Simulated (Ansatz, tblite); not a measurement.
Cost and result up the ladder for B(NH3)H3 (BNH6) (8 atoms). The state is a singlet with charge 0. Geometry: r2SCAN-D4/def2-TZVP.

```xyz
8

B     0.7459    0.3233   -0.2280
N    -0.7120   -0.3086    0.2176
H    -1.1750    0.2866    0.8987
H    -0.5991   -1.2287    0.6339
H    -1.3292   -0.4031   -0.5840
H     1.1969   -0.4633   -1.0303
H     1.3863    0.3885    0.7975
H     0.4862    1.4053   -0.7053
```

Ansatz on 4 threads of Arm Neoverse V2 on a shared host; xTB runs through tblite on one thread. Times are rough, summed over both states, and most runs start from the orbitals of an earlier one. CCSD(T)/def2-TZVPP serves as the yardstick here, not as an exact answer. The other state is a doublet.

The xTB rows come from tblite. Correlated methods freeze 2 core orbitals. HOMO above LUMO, or a gap near zero within one spin, warns that the state may not be the lowest or that an electron is smeared out.

Correlated methods converge slowly with the basis.

Raw xTB energies of ions are shifted by several eV.

```
                            level  functions  wall time
                         GFN2-xTB         14    0.002 s
                         GFN1-xTB         20    0.004 s
                 PBE-D4/def2-TZVP         98        1 s
r2SCAN-D4/def2-TZVP (with forces)         98      2.4 s
                PBE0-D4/def2-TZVP         98      3.4 s
               CCSD(T)/def2-TZVPP        146       18 s
```

Q: Estimate what each level gives for the vertical IE (eV).

A: 
```tsv
level	vertical IE (eV)	difference from CCSD(T)/def2-TZVPP (eV)	remarks
GFN2-xTB	13.40	2.65	–
GFN1-xTB	14.82	4.07	–
PBE-D4/def2-TZVP	10.32	-0.43	gap within one spin near zero (+1 doublet)
r2SCAN-D4/def2-TZVP (with forces)	10.36	-0.39	–
PBE0-D4/def2-TZVP	10.48	-0.27	–
CCSD(T)/def2-TZVPP	10.75	0.00	–
```
